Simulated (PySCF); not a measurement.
Gas-phase reaction: 2 SiF2(OH)2 + F2 ⇌ 2 SiHF3 + 3 O + H2O

Method: PySCF energies plus ideal-gas RRHO corrections (1 bar). † marks an energy on the PBE0/def2-TZVP geometry and frequencies. Open shells (unrestricted): O (multiplicity 3); the rest are closed-shell singlets. Spin-orbit splitting is ignored; it lowers the true energy and changes the entropy of O. B3LYP is the form with VWN-RPA correlation. SiF2(OH)2: computed as isolated molecules; such fragments, hydroxides, amides, oligomers or adducts are transient or little studied in the gas.

PBE0/def2-QZVP† gives ΔH°(298 K) = 1042 kJ.

Q: What do B3LYP/def2-TZVP†, LDA/def2-TZVP†, ωB97X-V/def2-TZVP† give?

A: B3LYP/def2-TZVP†: 1019 kJ; LDA/def2-TZVP†: 1447 kJ; ωB97X-V/def2-TZVP†: 1055 kJ. For scale, ΔH°(298 K) is 1042 kJ at this level, 1067 kJ at ωB97M-V/def2-TZVP†, and runs from 292 to 2132 kJ over the 20 levels computed.
